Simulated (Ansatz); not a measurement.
in.yaml

```yaml
crystal:
  periodic: [false, false, false]
  atoms:
    - {symbol: Al, position_ang: [0.000000, 0.074413, -0.095633]}
    - {symbol: H, position_ang: [0.000000, -1.372409, -0.753982]}
    - {symbol: H, position_ang: [0.420650, -0.309773, 1.656991]}
    - {symbol: H, position_ang: [-0.420650, -0.309773, 1.656991]}
basis:
  gaussian: {orbitals: "6-31++G**"}
total_charge: 1
magnetization: {spin_polarized: false, initial_magnetization: 3}
correlation: {method: sc_nevpt2, electrons: valence, active_space: {window: {electrons: 3, orbitals: 4}, states: [{multiplicity: 4, weights: [1, 0.5]}]}}
accuracy: high
scf: {lower_state_search: full}
```

```sh
$ ansatz run in.yaml --threads 1 --pin off --events-out ev --progress --plain --max-ram 2393MiB
```

Log:

```
776 factors; integrals over basis functions are off by at most 3.8e-9 eV
mean field evaluation 1: about -6614.0061 eV, gradient 8.8e0 eV
mean field evaluation 2: about -6614.0111 eV, gradient 8.8e0 eV
mean field evaluation 4: about -6615.8366 eV, gradient 1.7e0 eV
mean field evaluation 8: about -6615.8897 eV, gradient 8.8e-4 eV
mean field evaluation 16: about -6588.4585 eV, gradient 3.2e1 eV
mean field evaluation 32: about -6613.4316 eV, gradient 1.3e1 eV
mean field evaluation 64: about -6615.8800 eV, gradient 5.0e-1 eV
mean field -6615.88968401 eV, -243.1294614764 hartree, gradient 1.7e-8 eV, S^2 3.750000; 4 other end points of the search recorded, 0 dependent functions left out
reference -6615.88968401 eV, -243.1294614764 hartree; 9, 6 occupied and 32, 35 virtual orbitals, 776 factors
state -6615.87780604 eV, -243.1290249688 hartree
state -6612.78600273 eV, -243.0154032931 hartree
state -6615.87780604 eV, -243.1290249688 hartree; corrected -6616.94806387 eV, -243.1683562187 hartree
state -6612.78600273 eV, -243.0154032931 hartree; corrected -6613.89619067 eV, -243.0562019471 hartree
Total energy: -6615.93077280 eV, -243.1309714615 hartree
```

The total printed last is the weighted mean of the 2 states, 1.017 eV above the lowest of them, and is no single state's energy. Before any correction even the lowest state lies above the reference determinant, by 0.01 eV, so the averaged orbitals or the space serve it badly.

Ran on 1 thread of Intel Xeon 6975P-C, shared host: 0.54 s wall, 0.19 GiB peak host memory.
